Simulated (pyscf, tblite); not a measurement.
`[OH][PH2]` + `[H]` [doublet] → `[O][PH2]` [doublet] + `[H][H]`: energy along the mass-weighted descent from the GFN2-xTB with spin polarisation saddle (tblite), relative to the relaxed reactant side, a complex of the molecules.

```csv
s (amu^1/2 bohr),E (kcal/mol)
-1.95,0.2
-1.81,0.3
-1.63,0.4
-0.840,1.2
0.600,1.4
1.80,-0.6
2.20,-1.5
2.44,-1.8
2.65,-2.0
2.79,-2.2
2.92,-2.3
```

### Question
The GFN2-xTB with spin polarisation barrier from the reactant side is 0.19 eV. What does ωB97X-D3(BJ) (PySCF) give from its own reactant-side minimum, in def2-SVP and in def2-TZVP?

### Answer
0.40 eV in the double-zeta basis after reoptimising the saddle, and 0.40 eV in the triple-zeta single point, so the tight-binding barrier lies 0.22 eV under the latter. The imaginary mode goes from 1314i to 1995i cm⁻¹.
